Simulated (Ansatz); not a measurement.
`NC=C=CF` + H₂ → `C=C=CF` + NH₃ at 500 K and 1 bar (hydrogenolysis of a C–N bond).

Isolated molecules relaxed with PBE0-D4/def2-TZVP in Ansatz; ΔE leaves out vibrations. CCSD(T)/CBS adds triple-zeta CCSD(T) − MP2 to the extrapolated MP2 energy (def2 sets, frozen cores). This one scheme is used for every species. One conformer a species, not always the lowest.

```csv
species,CCSD(T)/CBS energy (Eh),H − E (kJ/mol),S (J/(mol·K))
`NC=C=CF`,-270.97473,213.0,361.1
H₂,-1.17544,41.0,145.5
`C=C=CF`,-215.66729,157.2,316.7
NH₃,-56.50880,108.2,211.8
```

H − E and S are ideal-gas, rigid-rotor, harmonic terms from PBE0-D4/def2-TZVP, for one conformer and one mirror image of each species. The MP2-based limit puts H₂ 0.8 mEh under its directly extrapolated value; such offsets cancel only in part. 1 Eh = 2625.50 kJ/mol, R = 8.31446 J/(mol·K).

Q: By hand: ΔE, ΔH, ΔS and ΔG.

A: ΔE = (-215.66729) + (-56.50880) − (-270.97473) − (-1.17544) = -0.02592 Eh = -68.1 kJ/mol. Δ(H − E) = 157.2 + 108.2 − 213.0 − 41.0 = 11.4, so ΔH = -56.7 kJ/mol. ΔS = 316.7 + 211.8 − 361.1 − 145.5 = 21.9 J/(mol·K). ΔG = -56.7 − 500 × (21.9)/1000 = -67.7 kJ/mol.

Q: By hand: the equilibrium constant, and the temperature at which ΔG would vanish if ΔH and ΔS stayed fixed.

A: log₁₀ K = −ΔG/(RT ln 10) = 7.1. ΔH and −TΔS have one sign here, so there is no such temperature.

ΔH outweighs TΔS. A doubt of 5 kJ/mol in ΔE shifts log₁₀ K by 0.5 here. Other conformers and mirror images would add mixing entropy, several J/(mol·K) or more a flexible species. These are equilibria of isolated gas molecules and say nothing of rates. Largest T1 diagnostic: 0.013 (customary marks: 0.02 for closed shells, 0.045 for open ones).
